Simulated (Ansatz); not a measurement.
Ansatz (a program for electronic structure) input (CCSD(T)/cc-pVQZ):

Ansatz 0.2 input:
```yaml
crystal:
  periodic: [false, false, false]
  atoms:
    - {symbol: O, position_ang: [0.06462128, 0.00157913, 0.02700513]}
    - {symbol: H, position_ang: [0.00178962, 0.80279151, -0.53584283]}
    - {symbol: H, position_ang: [0.01908461, -0.83637053, -0.48137831]}
    - {symbol: H, position_ang: [-0.53784446, 0.02094599, 0.80118010]}
basis:
  gaussian:
    orbitals: cc-pVQZ
total_charge: 1
magnetization: {spin_polarized: false}
correlation: {method: ccsd_t, electrons: outside_noble_gas}
```

End of the output:

```
integrals: 0.32 GiB planned
851 factors; integrals over basis functions are off by at most 7.1e-4 eV
mean field: 0.30 GiB planned
mean field evaluation 1: about -2071.7207 eV, gradient 6.4e1 eV
mean field evaluation 2: about -2071.7205 eV, gradient 6.4e1 eV
mean field evaluation 4: about -2077.4425 eV, gradient 1.8e0 eV
mean field evaluation 8: about -2077.4543 eV, gradient 5.5e-2 eV
mean field evaluation 16: about -2077.4539 eV, gradient 3.7e-1 eV
mean field -2077.45426902 eV, -76.3450362374 hartree, gradient 1.4e-6 eV, S^2 0.000000; 0 other end points of the search recorded, 0 dependent functions left out
1 core orbitals not correlated
reference -2077.45426902 eV, -76.3450362374 hartree; 4, 4 occupied and 140, 140 virtual orbitals, 851 factors
second order -7.51719341 eV of doubles, -0.00000000 eV of singles
coupled cluster: 0.63 GiB planned
cycle   1  -7.53731180 eV  change   -2.0e-2 eV  update   3.5e-2
cycle   2  -7.66561425 eV  change   -1.3e-1 eV  update   9.6e-3
cycle   3  -7.68360250 eV  change   -1.8e-2 eV  update   3.4e-3
cycle   4  -7.68308450 eV  change    5.2e-4 eV  update   6.3e-4
cycle   5  -7.68345465 eV  change   -3.7e-4 eV  update   1.9e-4
cycle   6  -7.68348740 eV  change   -3.3e-5 eV  update   5.7e-5
cycle   7  -7.68348173 eV  change    5.7e-6 eV  update   1.9e-5
cycle   8  -7.68348069 eV  change    1.0e-6 eV  update   5.4e-6
perturbative correction -0.21520319 eV, -0.0079085712 hartree
Total energy: -2085.35295290 eV, -76.6353075160 hartree
```
